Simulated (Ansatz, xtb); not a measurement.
**Relative energy of two structures of CH2BLi**

We compare I, `[Li][B]=C`, a singlet, with II, a singlet given by its coordinates. Both are isolated molecules in the gas phase, relaxed with PBE0-D3(BJ)/def2-SVP.

I (Å):

```tsv
atom	x (Å)	y (Å)	z (Å)
C	1.4856	-1.0628	0.7141
B	0.2570	-1.2166	1.3872
Li	-1.5896	-1.4479	2.3987
H	2.1857	-1.8945	0.5626
H	1.8176	-0.1019	0.3003
```

II (Å):

```yaml
atoms:
  - { symbol: C, position_ang: [0.7262, 0.4802, -0.5442] }
  - { symbol: B, position_ang: [0.8662, -0.7696, -0.0940] }
  - { symbol: Li, position_ang: [-1.2063, 0.0783, -0.3434] }
  - { symbol: H, position_ang: [0.8335, 1.4927, -0.9153] }
  - { symbol: H, position_ang: [0.8710, -1.8911, 0.3135] }
```

Close contacts (Å): C1–B2 1.34, C1–Li3 1.98, B2–Li3 2.25, C1–H4 1.08, B2–H5 1.19.

Quicker runs give these differences E(II) − E(I): GFN2-xTB −60.2 kJ/mol; HF/STO-3G −62.1 kJ/mol (at GFN2-xTB geometries); r2SCAN-D4/def2-SVP −80.0 kJ/mol (at GFN2-xTB geometries).

Problem. Estimate E(II) − E(I) at the level CCSD(T)/def2-TZVPP.

Solution. Calculated at CCSD(T)/def2-TZVPP: E(II) − E(I) = −79.4 kJ/mol, so structure II lies lower.

Level by level:

```
               level              geometry  E(II) − E(I) (kJ/mol)  departure from the last row (kJ/mol)  job, with rough time for the two
            GFN2-xTB              GFN2-xTB                   −60.2                                 +19.2             optimisation, 0.083 s
           HF/STO-3G              GFN2-xTB                   −62.1                                 +17.3              single point, 0.12 s
  r2SCAN-D4/def2-SVP              GFN2-xTB                   −80.0                                  −0.6               single point, 1.8 s
PBE0-D3(BJ)/def2-SVP  PBE0-D3(BJ)/def2-SVP                   −75.8                                  +3.6                optimisation, 12 s
       HF/def2-TZVPP  PBE0-D3(BJ)/def2-SVP                   −47.8                                 +31.6           part of the CCSD(T) run
      MP2/def2-TZVPP  PBE0-D3(BJ)/def2-SVP                   −97.5                                 −18.2           part of the CCSD(T) run
  CCSD(T)/def2-TZVPP  PBE0-D3(BJ)/def2-SVP                   −79.4                                                     single point, 8.1 s
```

The levels shown agree on the order. The largest departure from CCSD(T)/def2-TZVPP is that of HF/def2-TZVPP, 31.6 kJ/mol.

With harmonic frequencies from PBE0-D3(BJ)/def2-SVP (ideal gas, rigid rotor, one conformer each, 298.15 K, 1 atm): on the last row, ΔE + ΔZPE = −79.6, ΔH = −80.9, ΔG = −80.7 kJ/mol.

The correlated steps freeze 2 core orbitals; the last core shell of Li is correlated, in a basis made for valence electrons. Programs: Ansatz 0.2.0, xtb 6.7.1; the last row on 1 thread of Arm Neoverse V2 on a shared host.
